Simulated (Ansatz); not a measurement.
Born–Oppenheimer molecular dynamics of AlF2H (4 atoms, charge 0, multiplicity 1). It starts at the highest image of a converged band. Of that band: Neighbouring images differ by up to 1.4 eV, so the band resolves the path poorly. A vibrational analysis at the climbing image gives one clearly imaginary mode, 1836i cm⁻¹: a first-order saddle point.

Method: Ansatz 0.2.0, RHF/6-31G*.

```yaml
ensemble: NVE (velocity Verlet)
time_step: 0.5 fs
steps_asked: 200
starting_velocities_drawn_for: 100 K
seed: 8776
```

First frame:

```xyz
4
Properties=species:S:1:pos:R:3
Al -0.213 0.000 0.398
H 1.230 0.000 1.322
F 1.569 0.000 0.129
F -1.087 0.000 -0.983
```

**Question.** How far do the bonds stretch over the last three quarters of this one trajectory? (Pairs bonded in most of those frames.)

**Answer.** 
```json
{"bond": "Al1–F3", "mean (Å)": "1.657", "spread (Å)": "0.072", "shortest": "1.53", "longest": "1.75"}
{"bond": "Al1–F4", "mean (Å)": "1.650", "spread (Å)": "0.055", "shortest": "1.56", "longest": "1.74"}
```

Mean temperature of the second half: 7953 K. The conserved energy stayed within 2 meV per atom of its start (net change -0.59 meV per atom), so the integration is sound. The kinetic energy rose, since the run started high on the potential surface and went downhill. A run of 0.1 ps of so small a system gives no equilibrium averages. The orbitals stay closed-shell, which can raise the energy where a bond breaks towards radicals; this wasn't checked here.

Time of the run: 2.1 min on 1 thread of Arm Neoverse N1 (shared host), peak memory 0.083 GiB.
